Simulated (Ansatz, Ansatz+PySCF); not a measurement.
```xyz
5

N     0.0328   -0.0172   -0.0336
H     0.5523    0.5992    0.6209
H     0.5778   -0.6318   -0.6233
H    -0.5615    0.5805   -0.5596
H    -0.5874   -0.5594    0.6294
```

RHF-MP2 on singlet NH₄(+) was run in several spherical basis sets with Ansatz (development build ahead of 0.2.0). Frozen core: 1 orbital.

Q: Rank the basis sets by the total energy that they give, lowest first, with the distance from the lowest.
A. cc-pVTZ
B. def2-TZVP
C. def2-SVP
D. STO-3G
E. aug-cc-pVDZ
F. cc-pVDZ
G. 6-31G(d)
H. 6-31G

A: A (0.00 eV), B (0.32 eV), E (1.46 eV), F (1.71 eV), G (2.61 eV), C (2.94 eV), H (4.37 eV), D (23.57 eV).

Totals follow the description of the cores as much as that of the bonds, so this order isn't one of quality for chemistry.
